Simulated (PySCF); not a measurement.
C3H4. Atoms are numbered in the order given.

```xyz
7

C      0.0000     0.0000    -1.3001
C      0.0000     0.0000     0.0000
C      0.0000     0.0000     1.3001
H      0.6550     0.6550    -1.8632
H     -0.6550    -0.6550    -1.8632
H      0.6550    -0.6550     1.8632
H     -0.6550     0.6550     1.8632
```
Charge 0, spin multiplicity 1.

The structure is a stationary point at B3LYP-D3(BJ)/def2-TZVP.

Method: PySCF with PBE/pcSseg-2.

GIAO shieldings, no solvent; atoms alike by connectivity are averaged. δ = σ(ref) − σ: ¹³C against TMS (σ = 181.4 ppm); ¹H against TMS (σ = 31.47 ppm), references at their B3LYP-D3(BJ)/def2-TZVP geometries, non-relativistic.

Computed chemical shifts:
```csv
nucleus,atoms,count,δ (ppm)
¹³C,C2,1,228.5
¹³C,"C1, C3",2,76.4
¹H,"H4, H5, H6, H7",4,4.84
```
